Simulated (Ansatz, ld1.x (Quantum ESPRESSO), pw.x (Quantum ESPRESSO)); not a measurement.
Al: one change to the TM potential, in the atom and in the sc crystal

```json
{
 "Element": "Al",
 "Generator": "ld1.x (Quantum ESPRESSO) 7.5",
 "Type": "norm-conserving Troullier–Martins (Kleinman–Bylander form)",
 "Functional": "PBEsol",
 "Relativity": "scalar-relativistic",
 "Frozen core": "[Ne]",
 "Valence charge": "3",
 "Reference configuration": "3s2 3p1",
 "Partial waves": "3p (bound): rc 1.75 bohr; 3s (bound): rc 2.10 bohr",
 "Local potential": "the s channel",
 "Core correction": "none"
}
```

Change: local potential the p channel.

Cutoffs, loose and tight: the cutoffs (Ry, on a coarse ladder) from which the occupation-weighted sum of valence levels, in a spherical-Bessel basis at the reference potential, stays within 10 and 1 mRy of its value at 400 Ry. They do not see the model core or the augmentation charge, which bear on the density cutoff. Test errors are all-electron minus pseudo excitation energies from the reference, over the configurations 3s2 3p0; 3s1 3p0; 3s2 3p0.5; 3s2 3p1.3; 3s0 3p3; 3s1 3p1; 3s1 3p2; variants that change the core or the reference have their own tests.

Crystal test: sc Al in pw.x 7.5, no spin, 12³ k-points, Fermi–Dirac smearing 0.01 Ry, cutoffs set for each file from its atomic test. The reference is all-electron LAPW (Ansatz 0.2.0) with the same functional, mesh and smearing; V0 and B0 come from Birch–Murnaghan fits to the pressures at five volumes. Errors are pseudo minus all-electron; Δ is the rms difference of the E(V) curves that follow from these fits, minima aligned, over ±6 % about the mean V0. Mesh and smearing are coarse, so the numbers serve the comparison and aren't converged zero-temperature values; the lattice is a test structure that the element need not adopt.

All-electron: a0 = 2.702 Å (V0 = 19.72 Å³/atom), B0 = 59.6 GPa.

**Question.** Does the change bring the crystal closer to the all-electron result?

**Answer.** The mean pressure error goes from +3.03 to +3.68 GPa, so the change moves the solid further from the all-electron pressures. Neither pressure curve crosses zero within the volumes sampled, so no fits are given.

```csv
quantity,base,changed
outcome (atom),generated,generated
"cutoff, loose (atom)",10 Ry,10 Ry
"cutoff, tight (atom)",30 Ry,30 Ry
bound ghosts (atom),none,none
largest test error (meV) (atom),+24,+22
cutoffs in pw.x (Ry),40/160,40/160
mean pressure error (GPa),+3.03,+3.68
```

Base: This is a poor potential for the solid. Changed file: This is a poor potential for the solid.
